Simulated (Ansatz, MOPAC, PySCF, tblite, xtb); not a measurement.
Scan of H2Li, doublet: collinear Li-H-H surface. Scanned: Li-H distance and H-H distance.

- GFN2-xTB, 300 K electronic temperature (tblite)
- UHF/def2-SVP (PySCF)
- FCI/cc-pVDZ = full CI/cc-pVDZ, frozen core in Ansatz (a first-principles code)
- UHF/cc-pVDZ (Ansatz)
- MP2/cc-pVDZ = Ansatz with MP2 on UHF/cc-pVDZ, frozen core
- CCSD/cc-pVDZ = CCSD on UHF/cc-pVDZ, frozen core in Ansatz
- CCSD(T)/cc-pVDZ = CCSD(T) on UHF/cc-pVDZ, frozen core (Ansatz)
- UKS-PBE/cc-pVDZ = unrestricted PBE/cc-pVDZ in Ansatz
- UKS-B3LYP/cc-pVDZ = Ansatz with unrestricted B3LYP/cc-pVDZ
- PM7, unrestricted, heats of formation (MOPAC)
- PM3, unrestricted, heats of formation (MOPAC)
- GFN1-xTB (xtb)
- UKS-B3LYP/6-31G* = unrestricted B3LYP/6-31G*, spherical d run with PySCF
- UMP2/6-31G* = unrestricted MP2 (frozen core)/6-31G*, spherical d in PySCF
- UKS-M06-2X/6-31G* = unrestricted M06-2X/6-31G*, spherical d (PySCF)
- UKS-LDA (SVWN5)/6-31G* = unrestricted LDA (SVWN5)/6-31G*, spherical d in PySCF

Energies in kcal/mol at chosen points (x: Li-H distance (Å); y: H-H distance (Å)), relative to x = 2.96, y = 0.80:

```csv
method,"(1.74, 1.52)","(1.74, 0.67)","(2.96, 1.75)","(1.74, 1.04)","(3.44, 0.80)","(2.23, 0.80)","(1.74, 1.52)"
GFN2-xTB,-6.3,4.6,25.0,-3.9,1.1,-1.6,-6.3
UHF,48.9,11.7,69.7,30.2,-1.1,3.8,48.9
FCI/cc-pVDZ,49.1,12.1,75.7,25.0,-0.7,2.9,49.1
UHF/cc-pVDZ,50.1,11.6,69.9,30.0,-1.0,3.6,50.1
MP2/cc-pVDZ,51.1,11.7,83.0,27.6,-0.8,3.1,51.1
CCSD/cc-pVDZ,49.4,12.1,76.2,25.1,-0.8,3.0,49.4
CCSD(T)/cc-pVDZ,49.2,12.1,76.0,25.0,-0.7,3.0,49.2
UKS-PBE/cc-pVDZ,41.8,11.9,69.2,18.2,-0.2,1.6,41.8
UKS-B3LYP/cc-pVDZ,42.4,11.2,72.3,20.0,-0.3,1.9,42.4
PM7,90.8,18.6,134.2,39.2,-0.9,4.0,90.8
PM3,54.2,-12.6,94.0,15.9,2.2,-6.5,54.2
GFN1-xTB,11.8,4.8,49.2,5.8,1.5,-2.4,11.8
UKS-B3LYP/6-31G*,44.7,9.8,74.2,21.7,-0.3,2.0,44.7
UMP2/6-31G*,51.5,10.1,78.2,28.6,-0.8,3.1,51.5
UKS-M06-2X/6-31G*,46.8,9.0,79.2,22.9,-0.3,1.7,46.8
UKS-LDA (SVWN5)/6-31G*,40.6,11.3,68.2,16.9,0.1,1.2,40.6
```
